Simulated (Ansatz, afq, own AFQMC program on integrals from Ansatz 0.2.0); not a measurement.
AFQMC on a folder of integrals that Ansatz 0.2.0 wrote.

```yaml
crystal:
  periodic: [false, false, false]
  atoms:
    - {symbol: Si, position_ang: [-1.171874, 0.006317, 0.021992]}
    - {symbol: Al, position_ang: [1.416563, -0.007636, -0.026584]}
    - {symbol: H, position_ang: [-1.748562, 1.388936, 0.007564]}
    - {symbol: H, position_ang: [-1.736469, -0.658410, 1.240098]}
    - {symbol: H, position_ang: [-1.781536, -0.702136, -1.148828]}
basis:
  gaussian: {orbitals: cc-pVTZ}
magnetization: {spin_polarized: true, initial_magnetization: 0}
correlation: {method: ccsd_t, electrons: outside_noble_gas, hamiltonian_folder: ham}
```

```sh
$ ansatz run in.yaml --threads 1 --pin off --events-out ev --progress --plain --max-ram 16896MiB --backend cuda --devices 0, --max-vram 18GiB
```

afq runs on the folder ham with

```
--method free --trial cisd --walkers 1000 --time-step 0.03 --max-blocks 4000 --target-error 0.00038 --factor-cut 1e-05 --seed 6584 --times 0,0.21,0.42,0.81,1.2,1.8,2.4,3 --taylor-order 8
```

Times are imaginary, in 1/Eh. The walk had a cap of 111 s.

Output of the walk:

```
orbitals 100  electrons 5 5  factors 627 of 649
reference energy -532.57283911 Eh
CCSD correlation -0.22503586 Eh in 12 cycles, weight of the determinant in the CISD state 0.8455
repeat  energy at the last time / Eh  error
    10  -532.806347  0.000285
    20  -532.806340  0.000185
    30  -532.806425  0.000166
time / (1/Eh)  energy / Eh  error  mean overlap
  0.00  -532.797909  0.000047  1.1828
  0.21  -532.801146  0.000068  1.1793
  0.42  -532.802879  0.000080  1.1806
  0.81  -532.804851  0.000086  1.1727
  1.20  -532.805590  0.000097  1.1740
  1.80  -532.806173  0.000103  1.1680
  2.40  -532.806450  0.000142  1.1645
  3.00  -532.806372  0.000169  1.1850
energy -532.806372 +/- 0.000169 Eh
```

The run passed its tests (error under three times the target), which doesn't prove that it has relaxed.

Against this walk (error 4.6 meV) on the same determinant: CCSD(T) 31.9 meV higher, CCSDT(Q) 10.8 meV lower. The error is statistical, and a free projection of finite length keeps a remainder of its start.

Cautions: remainder of the start not in the error; an unrestricted solution with more broken spin lies lower (36 meV, ⟨S²⟩ 0.28), while this determinant keeps restricted orbitals.

The walk took 42 s on 1 × NVIDIA H100 80GB HBM3 with 2 threads of AMD EPYC 7R13 Processor (Zen 3), with other jobs on the host (the card was shared). The log's last line is the free-projection energy.

CCSDT and higher add their correlation energy to the determinant of the CCSD(T) run, since their own runs factorise the integrals more tightly (a shift of under 2 meV). A walk keeps the symmetry of its determinant, which the program's search chose and which needn't be the lowest solution, so a lower state of the same spin and another symmetry isn't excluded.
